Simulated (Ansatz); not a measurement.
# CH2O3: short molecular-dynamics run from a Python script

How does CH2O3 move over a short run? A script is to give a short molecular-dynamics run; the system is CH2O3. SMILES: O=C(O)O.

All numbers are computed with Ansatz 0.2.0, driven from Python. Level of theory: PBE/6-31G*.

## Step 1: The system

Bond lengths: O1–C2 1.224 Å, C2–O3 1.307 Å, C2–O4 1.315 Å, O3–H5 0.993 Å, O4–H6 1.049 Å. Angles: O1–C2–O3 122.2°, O1–C2–O4 131.2°, O3–C2–O4 106.6°, C2–O3–H5 105.6°, C2–O4–H6 102.0°.

No structure file is read: the coordinates are typed or built in the script.

## Step 2: Script

Input file md_ch2o3.py:

```python
"""Molecular dynamics of one CH2O3 molecule."""

import ansatz as az
import numpy as np

config = {
    "basis": "6-31G*",
    "functional": "PBE",
    "n_steps": 20,
    "temperature_k": 800,
}

system = (
    az.Crystal.molecule()
    .atom("O", (-0.6076, -0.9039, 0.7545))
    .atom("C", (-0.0571, -0.0693, 0.0484))
    .atom("O", (1.2209, -0.1183, -0.221))
    .atom("O", (-0.5305, 0.9917, -0.5677))
    .atom("H", (1.5656, -0.9156, 0.2606))
    .atom("H", (-1.5491, 0.9512, -0.3209))
)

setup = system.calculation()
setup = setup.basis(gaussian=config["basis"]).functional(config["functional"])
symbols = [site.symbol for site in system.cartesian_sites]
start = np.array([site.position_ang for site in system.cartesian_sites], dtype=float)
report = setup.relax(force_tolerance=0.02, max_steps=100).run().report
end = np.array(report["positions_ang"])
minimum = az.Crystal.molecule()
for symbol, place in zip(symbols, end):
    minimum = minimum.atom(symbol, place.tolist())

# dynamics from the relaxed geometry
setup = (
    minimum.calculation()
    .basis(gaussian=config["basis"])
    .functional(config["functional"])
    .md("nvt_langevin", timestep=0.25, steps=config["n_steps"], temperature=config["temperature_k"], initial_velocities="maxwell_boltzmann", seed=76, friction=0.01)
)
frames = []
outcome = setup.session().plan().execute(on_event=lambda e: frames.append(e["data"]) if e["event"] == "md_step" else None)
print("t (fs)   E_pot (eV)      E_kin (eV)   T (K)   d(0-1) (A)")
for f in frames[::1]:
    xyz = np.array(f["positions_ang"])
    print(f"{f['time_fs']:6.2f} {f['lagrangian_ev']:14.5f} {f['e_kin_ev']:10.5f} {f['temperature_k']:8.1f} {np.linalg.norm(xyz[0] - xyz[1]):9.4f}")
print("mean temperature", round(float(np.mean([f["temperature_k"] for f in frames])), 1), "K")
```

## Step 3: The run

Run with:

```console
$ python md_ch2o3.py
```

Without the output at hand: what should come out? Wanted: moves of the relaxation of run 1; energy gained in run 1; last largest force component of run 1; mean temperature, second half; farthest move.

As calculated:

```
                             quantity           value
                        runs compared               2
     moves of the relaxation of run 1               4
               energy gained in run 1        0.249 eV
last largest force component of run 1     0.0028 eV/Å
                    length of the run  20 steps, 5 fs
        mean temperature, second half           300 K
                        farthest move          0.12 Å
```

What this shows: Run 1: The relaxation took 4 moves; the largest shift is 0.055 Å, of atom 4 (O). The temperature swings between 270 and 667 K, with a mean of 300 K in the second half; from a start near a minimum about half of the kinetic energy passes into potential energy. A run of 5 fs is far too short for averages. Caveats:
- The trajectory is only some femtoseconds long, and gives no averages; where the script doesn't relax first, it starts from a rough generated geometry.
- The printed temperature counts all 3N degrees of freedom under Langevin dynamics, so the first row lies under the target.
